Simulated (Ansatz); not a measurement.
A made-up structure of CHOS, doublet:

```tsv
atom	x (Å)	y (Å)	z (Å)
O1	-1.2633	-0.1917	-0.2684
C2	-0.1229	0.0994	-0.0538
S3	1.0963	-1.0264	0.5125
H4	2.2622	-1.2190	1.1856
```

It is relaxed with PBE-D4/def2-SVP and then PBE0-D4/def2-TZVP (Ansatz 0.2.0). Atoms count as bonded within 1.22 times the sum of their covalent radii (H–H: 0.88 Å). The end point is not checked to be a true minimum.

Question: Does its bonding change? (A judgement: the text doesn't fix the answer.)

Answer: By the calculation: No: no bond forms or breaks.

Where it ends: The first stage lowers the energy by 1.48 eV in 8 steps. It ends as CHOS ([O][C][SH]):
O1  (-1.055, -0.004, -0.307)
C2  (0.015, -0.065, 0.158)
S3  (0.996, -1.497, 0.523)
H4  (2.017, -0.772, 1.002)
(Å)

Labels in which every atom is bracketed show which atoms are joined, not bond orders.

For scale, one of the runs: PBE0-D4/def2-TZVP relaxation, 105 basis functions, launched by `ansatz run in.yaml --threads 2 --pin off --events-out ev --progress --plain --max-ram 4352MiB`. Hardware: 2 CPU threads of an Arm Neoverse V1, shared host. Wall time about 11 s.
